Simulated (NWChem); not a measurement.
# doublet [C5H6]+: levels of theory compared

Aim: a comparison of 4 runs (UHF/STO-3G, UHF/3-21G, UB3LYP/6-31G*) of doublet [C5H6]+. 

The calculation is run with NWChem 7.3.0.

## 1. The structure to begin with

The species is [C5H6]+ (11 atoms), meant as a doublet with charge +1. As SMILES of the parent species, `C#CC(=C)C`. The shape is that of a PBE0-D4/def2-TZVP optimisation. That shape belongs to the parent species and isn't relaxed for this state.

Bond lengths: C1–C2 1.203 Å, C2–C3 1.426 Å, C3–C4 1.335 Å, C3–C5 1.500 Å, C1–H6 1.064 Å, C4–H7 1.084 Å, C4–H8 1.082 Å, C5–H9 1.093 Å, C5–H10 1.093 Å, C5–H11 1.090 Å. Some angles: C1–C2–C3 177.6°, C2–C3–C4 120.8°, C2–C3–C5 116.1°, C4–C3–C5 123.1°, C2–C1–H6 179.2°, C3–C4–H7 120.7°, C3–C4–H8 121.4°, C3–C5–H9 110.6°, C3–C5–H10 110.6°, C3–C5–H11 110.8°.

## 2. The energy at UHF/STO-3G (run 1)

Input file sp.nw:

```
start sp
memory total 2200 mb
charge 1

geometry units angstroms noautosym nocenter noautoz
  C       -1.345100       1.765600       1.023600
  C       -0.786700       0.836000       0.502900
  C       -0.073000      -0.237900      -0.105500
  C       -0.718400      -1.309500      -0.570900
  C        1.416500      -0.080200      -0.182900
  H       -1.852900       2.580700       1.482100
  H       -0.174900      -2.125300      -1.033200
  H       -1.795300      -1.393800      -0.500600
  H        1.842600       0.040200       0.816500
  H        1.678700       0.815000      -0.752400
  H        1.874100      -0.947800      -0.659100
end

basis spherical bse
  * library STO-3G
end

scf
  doublet
  uhf
  thresh 1e-08
  maxiter 80
  print low
end

task scf
```

Launch:

```sh
nwchem sp.nw > sp.out
```

What it wrote:

```text
[...]
  functions       =    31
[...]
  wavefunction    = UHF
[...]
         Total SCF energy =   -190.151604318282
      One electron energy =   -531.630733836115
      Two electron energy =    198.001909340200
 Nuclear repulsion energy =    143.477220177633
                       Sz =      0.5000
                 Sz(Sz+1) =      0.7500
                      S^2 =      0.9623
[...]
```

Wall time 9.9 s (1 thread of Intel Xeon Platinum 8259CL at 2.50GHz (Skylake/Cascade Lake), shared host); peak memory 0.099 GiB.

## 3. A single-point energy at UHF/3-21G (run 2)

Input file c5h6.nw:

```
start c5h6
title "C5H6 hf"
memory 2200 mb
charge 1

geometry units angstrom noautosym nocenter noautoz
  C       -1.345100       1.765600       1.023600
  C       -0.786700       0.836000       0.502900
  C       -0.073000      -0.237900      -0.105500
  C       -0.718400      -1.309500      -0.570900
  C        1.416500      -0.080200      -0.182900
  H       -1.852900       2.580700       1.482100
  H       -0.174900      -2.125300      -1.033200
  H       -1.795300      -1.393800      -0.500600
  H        1.842600       0.040200       0.816500
  H        1.678700       0.815000      -0.752400
  H        1.874100      -0.947800      -0.659100
end

basis spherical bse
  * library 3-21G
end

scf
  doublet
  uhf
  thresh 1e-08
  maxiter 80
end

task scf
```

Launch:

```sh
nwchem c5h6.nw > c5h6.out
```

What it wrote:

```text
[...]
  functions       =    57
[...]
  wavefunction    = UHF
[...]
         Total SCF energy =   -191.384119557737
      One electron energy =   -532.383589511732
      Two electron energy =    197.522249776362
 Nuclear repulsion energy =    143.477220177633
                       Sz =      0.5000
                 Sz(Sz+1) =      0.7500
                      S^2 =      0.8887
[...]
```

It took 12 s on 1 thread of Intel Xeon Platinum 8259CL at 2.50GHz (Skylake/Cascade Lake), shared host; peak memory 0.098 GiB.

## 4. The energy at UB3LYP/6-31G(d) (spherical functions) (run 3)

Input file work.nw:

```
start work
title "C5H6"
memory 2200 mb
charge 1
geometry units angstrom noautosym nocenter noautoz
C    -1.345100    1.765600    1.023600
C    -0.786700    0.836000    0.502900
C    -0.073000   -0.237900   -0.105500
C    -0.718400   -1.309500   -0.570900
C     1.416500   -0.080200   -0.182900
H    -1.852900    2.580700    1.482100
H    -0.174900   -2.125300   -1.033200
H    -1.795300   -1.393800   -0.500600
H     1.842600    0.040200    0.816500
H     1.678700    0.815000   -0.752400
H     1.874100   -0.947800   -0.659100
end
basis spherical bse
C library 6-31G*
H library 6-31G*
end
dft
xc b3lyp
mult 2
grid xfine
convergence energy 1e-08
iterations 100
mulliken
end
task dft
```

Launch:

```sh
nwchem work.nw > work.out
```

What it wrote:

```text
[...]
          Wavefunction type:  spin polarized.
          No. of atoms     :    11
          No. of electrons :    35
[...]
          Charge           :     1
          Spin multiplicity:     2
[...]
          AO basis - number of functions:    82
[...]
              XC Information
              --------------
                         B3LYP Method XC Potential
                     Hartree-Fock (Exact) Exchange  0.200
                        Slater Exchange Functional  0.800 local
                    Becke 1988 Exchange Functional  0.720 non-local
              Lee-Yang-Parr Correlation Functional  0.810
                  VWN I RPA Correlation Functional  0.190 local
[...]
 d= 0,ls=0.0,diis     1   -193.6508248231 -3.37D+02  7.44D-03  1.62D-01    11.4
[...]
 d= 0,ls=0.0,diis    14   -193.7254295487 -8.61D-09  5.09D-07  7.08D-10   170.6
[...]
         Total DFT energy =     -193.725429548705
      One electron energy =     -534.958054085778
           Coulomb energy =      226.776433459419
    Exchange-Corr. energy =      -29.021029099979
 Nuclear repulsion energy =      143.477220177633
[...]
      Total Density - Mulliken Population Analysis
     ---------------------------------------------
    Atom       Charge   Shell Charges
 -----------   ------   -------------------------------------------------------
    1 C    6     6.30   2.00  0.73  1.94  0.71  0.90  0.03
    2 C    6     5.62   2.00  0.70  2.03  0.44  0.43  0.03
    3 C    6     5.90   2.00  0.71  2.03  0.44  0.67  0.05
    4 C    6     6.21   2.00  0.73  2.01  0.63  0.82  0.03
    5 C    6     6.52   2.00  0.67  2.16  0.66  0.99  0.03
    6 H    1     0.69   0.49  0.19
    7 H    1     0.74   0.52  0.22
    8 H    1     0.74   0.52  0.22
    9 H    1     0.75   0.51  0.24
   10 H    1     0.75   0.51  0.24
[...]
      <S2> =      0.7644 (Exact =     0.7500)
[...]
```

It took 2.9 min on 1 thread of Intel Xeon Platinum 8259CL at 2.50GHz (Skylake/Cascade Lake), shared host; peak memory 0.15 GiB.

## 5. A single-point energy at UB3LYP/6-31G(d) (Cartesian functions) (run 4)

Input file run.py:

```python
from ase import Atoms
from ase.calculators.nwchem import NWChem

mol = Atoms(['C', 'C', 'C', 'C', 'C', 'H', 'H', 'H', 'H', 'H', 'H'], positions=[
    [-1.345100, 1.765600, 1.023600],
    [-0.786700, 0.836000, 0.502900],
    [-0.073000, -0.237900, -0.105500],
    [-0.718400, -1.309500, -0.570900],
    [1.416500, -0.080200, -0.182900],
    [-1.852900, 2.580700, 1.482100],
    [-0.174900, -2.125300, -1.033200],
    [-1.795300, -1.393800, -0.500600],
    [1.842600, 0.040200, 0.816500],
    [1.678700, 0.815000, -0.752400],
    [1.874100, -0.947800, -0.659100],
])

calc = NWChem(
    label='mol',
    theory='dft',
    memory='2200 mb',
    basis='6-31G*',
    charge=1,
    dft={'xc': 'b3lyp', 'mult': '2', 'grid': 'xfine', 'convergence': 'energy 1e-08', 'iterations': '100', 'mulliken': None},
    task='energy',
)
mol.calc = calc

print("Total energy (eV):", round(mol.get_potential_energy(), 6))
```

Launch:

```sh
export ASE_NWCHEM_COMMAND="nwchem PREFIX.nwi > PREFIX.nwo"
python run.py
```

What it wrote:

```text
Total energy (eV): -5271.650689
```

The calculator wrote mol.nwi:

```
title "mol"

permanent_dir mol

scratch_dir mol

start mol

geometry units angstrom nocenter noautosym noautoz
  C  -1.3451000000000000e+00 1.7656000000000001e+00 1.0236000000000001e+00
  C  -7.8669999999999995e-01 8.3599999999999997e-01 5.0290000000000001e-01
  C  -7.2999999999999995e-02 -2.3790000000000000e-01 -1.0550000000000000e-01
  C  -7.1840000000000004e-01 -1.3095000000000001e+00 -5.7089999999999996e-01
  C  1.4165000000000001e+00 -8.0199999999999994e-02 -1.8290000000000001e-01
  H  -1.8529000000000000e+00 2.5807000000000002e+00 1.4821000000000000e+00
  H  -1.7490000000000000e-01 -2.1253000000000002e+00 -1.0331999999999999e+00
  H  -1.7952999999999999e+00 -1.3937999999999999e+00 -5.0060000000000004e-01
  H  1.8426000000000000e+00 4.0200000000000000e-02 8.1650000000000000e-01
  H  1.6787000000000001e+00 8.1499999999999995e-01 -7.5239999999999996e-01
  H  1.8741000000000001e+00 -9.4779999999999998e-01 -6.5910000000000002e-01
end

charge 1

memory 2200 mb

basis noprint
   * library 6-31G*
end

dft
  xc b3lyp
  mult 2
  grid xfine
  convergence energy 1e-08
  iterations 100
  mulliken
end

task dft energy
```

mol.nwo:

```text
Northwest Computational Chemistry Package (NWChem) 7.3.0
             --------------------------------------------------------

           Job information
           ---------------

    nwchem branch   = 7.3.0
    use scalapack   = T
    input           = mol.nwi
    prefix          = mol.
    data base       = mol/mol.db
    status          = startup
    nproc           =        1

           Memory information
           ------------------

    heap     =     72089596 doubles =      550.0 Mbytes
    stack    =     72089601 doubles =      550.0 Mbytes
    global   =    144179200 doubles =     1100.0 Mbytes (distinct from heap & stack)
    total    =    288358397 doubles =     2200.0 Mbytes
    verify   = yes
    hardfail = no

[... 105 lines left out ...]
  convergence criterion.
[... 17 lines left out ...]
          Convergence on gradient requested:  5.00D-04
[... 25 lines left out ...]
          Convergence aids based upon iterative change in
[... 30 lines left out ...]
 1-e energy   =    -524.180362
[... 60 lines left out ...]
         Total DFT energy =     -193.729591156627
[... 2 lines left out ...]
    Exchange-Corr. energy =      -28.978123444328
[... 618 lines left out ...]
                     DFT Final Beta Molecular Orbital Analysis
[... 703 lines left out ...]
 center of mass
 --------------
 x =  -0.47197540 y =   0.30468575 z =   0.21042991

 moments of inertia (a.u.)
 ------------------
         373.776101371803          92.335910077758          72.167940027606
          92.335910077758         344.077488585343        -149.308025187925
          72.167940027606        -149.308025187925         543.174360908834

     Multipole analysis of the density
     ---------------------------------

     L   x y z        total         alpha         beta         nuclear
     -   - - -        -----         -----         ----         -------
     0   0 0 0      1.000000    -18.000000    -17.000000     36.000000

     1   1 0 0     -0.855208      7.369408      5.887669    -14.112285
[... 8 lines of this table left out ...]
     2   0 0 2    -17.712048    -37.776165    -34.248067     54.312185

 Task  times  cpu:      185.8s     wall:      185.8s
 Total times  cpu:      185.8s     wall:      185.8s
```

It took 3.1 min on 1 thread of Intel Xeon Platinum 8259CL at 2.50GHz (Skylake/Cascade Lake), shared host; peak memory 0.15 GiB.

## 6. Overview of the runs

| run | level | iteration cap | module | energy (Eh) | ⟨S²⟩ | wall time |
| --- | --- | --- | --- | --- | --- | --- |
| 1 | UHF/STO-3G | 80 | scf | -190.151604 | 0.962 | 9.9 s |
| 2 | UHF/3-21G | 80 | scf | -191.384120 | 0.889 | 12 s |
| 3 | UB3LYP/6-31G* (spherical functions) | 100 | dft | -193.725430 | 0.764 | 2.9 min |
| 4 | UB3LYP/6-31G* (Cartesian functions) | 100 | dft | -193.729591 | 0.764 | 3.1 min |

## 7. What came out

```
                                 quantity          value
                      run 4: total energy  -193.72959 Eh
run 4: HOMO energy (highest over α and β)      -13.79 eV
 run 4: LUMO energy (lowest over α and β)      -11.15 eV
                              run 4: ⟨S²⟩          0.764
```

In words: In run 1 the basis is minimal, so the values are rough. Spin contamination of the reference: run 1 ⟨S²⟩ = 0.96, run 2 ⟨S²⟩ = 0.89. All runs together took 6.4 min, the longest 3.1 min.
